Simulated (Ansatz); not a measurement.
Basis-set series for BFH4Si (`B[SiH2]F`). The species carries charge 0 and has multiplicity 1. The geometry is a stationary point of PBE0-D4/def2-TZVP.

```tsv
functional	basis	functions	energy (Eh)	HOMO (eV)	LUMO (eV)
PBE0-D4	def2-SVP	66	-416.14329	-8.49	-2.66
PBE0-D4	def2-TZVPP	160	-416.40673	-8.52	-2.70
ωB97M-V	def2-SVP	66	-416.32391	-10.64	-0.57
ωB97M-V	def2-TZVPP	160	-416.59365	-10.71	-0.71
```

**Question.** Give the rows for def2-QZVPP. (Estimate.)

**Answer.** The calculation gave: 
```json
{"functional": "PBE0-D4", "basis": "def2-QZVPP", "functions": "304", "energy (Eh)": "-416.42437", "HOMO (eV)": "-8.54", "LUMO (eV)": "-2.71"}
{"functional": "ωB97M-V", "basis": "def2-QZVPP", "functions": "304", "energy (Eh)": "-416.61011", "HOMO (eV)": "-10.72", "LUMO (eV)": "-0.76"}
```

Results of the Gaussian-basis code of Ansatz.
